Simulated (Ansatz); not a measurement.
**CH₅Al (singlet): wave-function methods side by side, cc-pVDZ**

The task here is to estimate one member of a computed series from the others.

Computed with Ansatz 0.2.0, Gaussian basis. Level: cc-pVDZ, core rule «outside noble gas», up to 6 orbitals frozen.

Plan: UHF; CCSD(T) on RHF; CCSD(T) on UHF; BCCD(T) on RHF; CISD; CCSDT(Q) on RHF; CCSDT(Q) on UHF; CASSCF and MRCISD+Q, 8 electrons in 8 orbitals; CASSCF and NEVPT2, 8 electrons in 8 orbitals.

23 further runs of the same task are left out: 10 that didn't finish, 13 set aside as unsound or not needed. Runs told in other sessions of the task aren't counted.

### The geometry

The geometry is a PBE0/def2-TZVP stationary point (not a proven minimum) of the parent state, kept for this charge and spin.

7 atoms, charge 0, spin multiplicity 1.

Atoms are counted from 1 here; the program's logs count them from 0.

Bond lengths: Al1–C2 2.244 Å, Al1–H3 1.654 Å, Al1–H4 1.602 Å, C2–H5 1.093 Å, C2–H6 1.083 Å, C2–H7 1.083 Å. Angles: C2–Al1–H3 69.3°, C2–Al1–H4 106.1°, H3–Al1–H4 115.8°, Al1–C2–H5 87.2°, Al1–C2–H6 108.7°, Al1–C2–H7 110.0°, H5–C2–H6 115.7°, H5–C2–H7 115.2°, H6–C2–H7 116.0°.

The first run:

Contents of in.yaml:

```yaml
crystal:
  periodic: [false, false, false]
  atoms:
    - {symbol: Al, position_ang: [-0.075561, 0.043982, 0.780641]}
    - {symbol: C, position_ang: [0.033843, -0.074052, -1.457524]}
    - {symbol: H, position_ang: [0.785360, 1.318208, 0.170521]}
    - {symbol: H, position_ang: [0.792780, -1.184102, 1.332093]}
    - {symbol: H, position_ang: [-0.461553, -1.044708, -1.377941]}
    - {symbol: H, position_ang: [-0.564953, 0.725006, -1.876418]}
    - {symbol: H, position_ang: [1.067775, -0.109341, -1.777245]}
basis:
  gaussian: {orbitals: cc-pVDZ}
magnetization: {spin_polarized: true, initial_magnetization: 0}
hamiltonian: {xc: hf}
output: {orbitals: {seedname: orbitals}}
```

Command:

```console
$ ansatz run in.yaml --threads 1 --pin off --events-out ev --progress --plain --max-ram 2393MiB
```

Steps of the session up to this table: UHF; CCSD(T) on RHF; CCSD(T) on UHF; BCCD(T) on RHF; CISD; CCSDT(Q) on RHF; CCSDT(Q) on UHF; CASSCF and MRCISD+Q, 8 electrons in 8 orbitals; CASSCF and NEVPT2, 8 electrons in 8 orbitals.

One table of the session follows, with a row left open; its other results are not shown here.

| method | from RCCSDT(Q) (meV) |
| --- | --- |
| RHF | +7687.1 |
| UHF | +6897.8 |
| RMP2 | +1322.7 |
| CISD | ? |
| RCCSD | +266.2 |
| RCCSD(T) | +47.1 |
| BCCD(T) | +49.8 |
| RCCSDT | +15.5 |
| RCCSDT(Q) | 0 |

**Question.** Estimate the row for CISD.

**Answer.** from RCCSDT(Q) (meV): +962.6. In the column «from RCCSDT(Q) (meV)» it lies between RCCSD (+266.2) and RMP2 (+1322.7).

Not comparable, so not listed: CCSD(T) on UHF; CASSCF and NEVPT2, 8 electrons in 8 orbitals (they don't share determinant, frozen orbitals or solution with the rows shown, or repeat one).

Caveats from the session: The determinant of HF (⟨S²⟩ 0.99) is far from a pure spin state, so its energy mixes those of several spin states; that is harmless only where they are near-degenerate. Left out of the table: CASSCF frontier, MRCISD frontier, MRCISD+Q frontier (the active space lost an orbital or holds another state than full CI finds). Warnings: restricted reference is unstable; spin contamination; large T1 diagnostic. Warnings in the runs' records: passed over end.
